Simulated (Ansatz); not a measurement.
# CH6O2: the cost of one run

Program: Ansatz 0.2.0. Level of theory: RKS PBE/6-31G*. These are calculated values, not measurements.

## 1. The structure to begin with

Bond lengths: O1–H2 0.959 Å, O1–H3 0.961 Å, C4–O5 1.407 Å, C4–H6 1.088 Å, C4–H7 1.095 Å, C4–H8 1.095 Å, O5–H9 0.966 Å. Angles: H2–O1–H3 106.6°, C4–O5–H9 108.9°, O5–C4–H6 106.7°, O5–C4–H7 111.6°, O5–C4–H8 111.6°, H6–C4–H7 108.8°, H6–C4–H8 108.9°, H7–C4–H8 109.1°.

As a file:

```xyz
9

O     0.3637   -0.3064   -2.6470
H     0.3419    0.5939   -2.9771
H    -0.3050   -0.3620   -1.9587
C    -0.2024    0.1051    1.5882
O    -0.2058   -0.1178    0.1991
H    -1.2075    0.4225    1.8567
H     0.5032    0.8944    1.8676
H     0.0421   -0.8069    2.1426
H     0.6699   -0.4227   -0.0714
```

## 2. Preparing the start

The input, input.yaml:

```yaml
crystal:
  periodic: [false, false, false]
  atoms:
    - { symbol: O, position_ang: [0.3637, -0.3064, -2.647] }
    - { symbol: H, position_ang: [0.3419, 0.5939, -2.9771] }
    - { symbol: H, position_ang: [-0.305, -0.362, -1.9587] }
    - { symbol: C, position_ang: [-0.2024, 0.1051, 1.5882] }
    - { symbol: O, position_ang: [-0.2058, -0.1178, 0.1991] }
    - { symbol: H, position_ang: [-1.2075, 0.4225, 1.8567] }
    - { symbol: H, position_ang: [0.5032, 0.8944, 1.8676] }
    - { symbol: H, position_ang: [0.0421, -0.8069, 2.1426] }
    - { symbol: H, position_ang: [0.6699, -0.4227, -0.0714] }
basis:
  gaussian: { orbitals: "6-31G*" }
hamiltonian:
  xc: pbe
relax:
  f_tol: 0.02
  max_steps: 40
scf:
  lower_state_search: "off"
```

On the command line:

```sh
> ansatz run input.yaml --threads 1 --pin off --max-ram 2048MiB --backend cpu --events-out ev --progress --plain --runs-dir out
```

Q: Estimate wall time and peak memory on 1 thread of an Arm CPU, shared host.

About 14 s, with a peak of 0.09 GiB.
